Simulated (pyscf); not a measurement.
Single points on ωB97X-D3(BJ)/def2-SVP structures (PySCF, gas phase). Correlated levels are frozen-core, on RHF or UHF. ΔMP2 is the change of the MP2 total energy from the triple- to the quadruple-zeta basis.

**Question.** How much does it cost (ΔH, 298 K, CCSD(T)/def2-TZVPP + ΔMP2(QZVPP)) to split H₂Si=Se at its H–Si bond into [HSi=Se]• + H•?

**Answer.** H–Si to [HSi=Se]• + H•: 80.8 kcal/mol. The radicals are drawn with the spin at the cut bond; how far it spreads was not checked. The CCSD(T) − MP2 part came from Ansatz, without density fitting, on the same reference. The frozen core leaves the outer d or s,p core shells of the metals and heavy elements correlated in the MP2 and CC values, and def2-TZVPP describes them poorly, which can shift differences by a few kcal/mol. Elements up to Kr have no core potential and no relativistic terms here.
